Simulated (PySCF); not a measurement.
Molecule: `C[Si](C)(C)C`, C4H12Si.

Bonds (- single, = double, # triple, : aromatic): C1-Si2, Si2-C3, Si2-C4, Si2-C5. C1 carries H6, H7, H8; C3 carries H9, H10, H11; C4 carries H12, H13, H14; C5 carries H15, H16, H17.

Frames of a GFN2-xTB Langevin trajectory at 300 K; GIAO PBE0/pcSseg-1 shieldings in PySCF 2.14.0 with density-fitted response routines, gas phase, non-relativistic; equivalent atoms averaged within each frame.

Chemical shifts δ = σref − σ; ¹³C (σref 186.93), ²⁹Si (σref 349.16), ¹H (σref 31.72) against TMS, all at this level. The references are static minima.

How do the shifts (ppm) fluctuate along the trajectory?

Results:


| time (fs) | C1/C3/C4/C5 | Si2 | H6/H7/H8/H9/H10/H11/H12/H13/H14/H15/H16/H17 |
| --- | --- | --- | --- |
| optimised geometry | 0.0 | 0.0 | 0.00 |
| 250 | 2.6 | -0.6 | 0.42 |
| 425 | 2.4 | 5.7 | 0.24 |
| 625 | 0.4 | -6.8 | 0.12 |
| 800 | -0.4 | -5.3 | -0.01 |
| 1000 | 1.4 | -1.5 | 0.14 |
| mean of frames | 1.3 | -1.7 | 0.18 |
| standard deviation | 1.3 | 4.9 | 0.16 |

5 frames give an uncertainty of the mean of about the standard deviation over 2.2 at best, since frames this close in time may not be independent; classical motion lacks zero-point vibration, and the reference would need the same averaging.
